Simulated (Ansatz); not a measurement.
Relaxation of Cl₂H₂Si (5 atoms, charge 0, multiplicity 1), to a largest force component of 0.02 eV/Å in at most 40 steps.

These are results of Ansatz, RKS PBE0/6-31G, not measurements.

```xyz
5
Properties=species:S:1:pos:R:3:forces:R:3
Si 0.000 0.000 0.000 -0.04 0.11 0.11
H 0.000 0.000 1.460 0.11 -0.19 0.63
Cl 2.009 0.000 -0.709 0.48 0.04 -0.15
H -0.688 1.191 -0.486 -0.27 0.47 -0.43
Cl -1.003 -1.738 -0.709 -0.28 -0.42 -0.16
```

**Question.** Where does it end, and by what steps?

**Answer.** It converged. Limits of this set-up: no polarisation functions. After 3 steps the energy has fallen by 0.054 eV; H4 moved furthest, 0.07 Å.

```json
{"step": "0", "energy less start (eV)": "0.0000", "largest force component (eV/Å)": "0.632", "accepted": "yes"}
{"step": "1", "energy less start (eV)": "-0.0524", "largest force component (eV/Å)": "0.111", "accepted": "yes"}
{"step": "2", "energy less start (eV)": "-0.0535", "largest force component (eV/Å)": "0.087", "accepted": "yes"}
{"step": "3", "energy less start (eV)": "-0.0539", "largest force component (eV/Å)": "0.004", "accepted": "yes"}
```

```xyz
5
Properties=species:S:1:pos:R:3
Si -0.009 0.016 0.013
H 0.030 -0.052 1.502
Cl 2.033 0.027 -0.701
H -0.697 1.209 -0.557
Cl -1.039 -1.747 -0.702
```

Whether the end is a true minimum wasn't checked by a vibrational analysis.

Time of the run: 7.7 s on 1 thread of Arm Neoverse V1, with other jobs on the host, peak memory 0.1 GiB.
